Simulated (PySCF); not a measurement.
## A thermochemical cycle for LiS

CCSD(T) in PySCF with def2-TZVP on every atom, for the lowest determinant that a PBE0 search found; no spin–orbit coupling. LiS, a doublet (π ↑), has De = 2.91 eV to neutral atoms, and LiS⁺, a triplet (π ↑↑), has De = 0.74 eV to Li⁺ + S.

The adiabatic ionisation energy of LiS, between the minima, is 7.54 eV.

Which ionisation energy of the Li atom does this level give?

IE(Li) = IE(molecule) + De(ion) − De(neutral) = 7.54 + 0.74 − 2.91 = 5.37 eV; the measured value is 5.392 eV (NIST ASD).

Correlated steps freeze 5 core orbitals. For an ion De counts to the pair picked by the measured ionisation energies or electron affinities, which need not be the lowest pair at this level. States were picked by a PBE0 search and need not be the measured ground states.
